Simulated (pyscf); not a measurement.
methylsilane (H₃C–SiH₃) + borane (BH₃) -> H₂B–CH₃ + silane (SiH₄) (four-centre exchange; singlet surface; C–Si, B–H broken, B–C, H–Si formed). PySCF, gas phase, ωB97X-D3(BJ)/def2-SVP geometries. Correlated levels are frozen-core, on RHF or UHF. ΔMP2 is the change of the MP2 total energy from the triple- to the quadruple-zeta basis. Energies in kcal/mol from the separated reactants.

| level | barrier | reaction energy |
|---|---|---|
| ωB97X-D3(BJ)/def2-TZVP | 14.5 | -2.5 |
| PBE0-D3(BJ)/def2-TZVP | 10.4 | -4.0 |
| M06-2X/def2-TZVP | 14.4 | -2.8 |
| HF/def2-TZVP | 37.3 | -2.8 |
| MP2/def2-QZVPP | 15.0 | -2.4 |
| CCSD(T)/def2-TZVPP | 16.8 | -3.0 |
| CCSD(T)/def2-TZVPP + ΔMP2(QZVPP) | ? | ? |

Q: Complete the blanks.

A: 
- CCSD(T)/def2-TZVPP + ΔMP2(QZVPP), barrier: 16.4
- CCSD(T)/def2-TZVPP + ΔMP2(QZVPP), reaction energy: -2.9

On the product side the descent ends in an adduct with a B–H, B–Si contact, 6.0 kcal/mol under the separated species and 22.9 kcal/mol under the saddle at ωB97X-D3(BJ)/def2-TZVP. What is counted as broken (B–H) persists as a longer contact in the product adduct; parting that adduct is a step of its own. One saddle was located; it need not be the lowest between these sides. The CCSD(T) − MP2 part came from Ansatz, without density fitting, on the same reference.
